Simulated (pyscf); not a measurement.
H₂N–SiH₂–F (SMILES N[SiH2]F) + SiH₄ (SMILES [SiH4]) → F–SiH₂–NH–SiH₃ (SMILES F[SiH2]N[SiH3]) + H₂ (SMILES [H][H]) (four-centre exchange; singlet surface; H–N, H–Si broken, N–Si, H–H formed). PySCF, gas phase, ωB97X-D3(BJ)/def2-SVP geometries. Energies in kcal/mol from the separated reactants.

```
level                   barrier  reaction energy
----------------------  -------  ---------------
ωB97X-D3(BJ)/def2-TZVP     46.1             -8.7
r²SCAN/def2-TZVP           44.2             -7.2
B3LYP-D3(BJ)/def2-TZVP        …             -7.3
PBE0-D3(BJ)/def2-TZVP      43.7             -6.3
ωB97M-D3(BJ)/def2-TZVP        …                …
HF/def2-TZVP               66.7             -3.8
```

What belongs in the gaps?


- B3LYP-D3(BJ)/def2-TZVP, barrier: 46.9
- ωB97M-D3(BJ)/def2-TZVP, barrier: 47.4
- ωB97M-D3(BJ)/def2-TZVP, reaction energy: -6.8

The functionals in the table span 3.6 kcal/mol in this barrier, from PBE0-D3(BJ) to ωB97M-D3(BJ). This is the saddle that the search found; another between the same sides may lie lower.
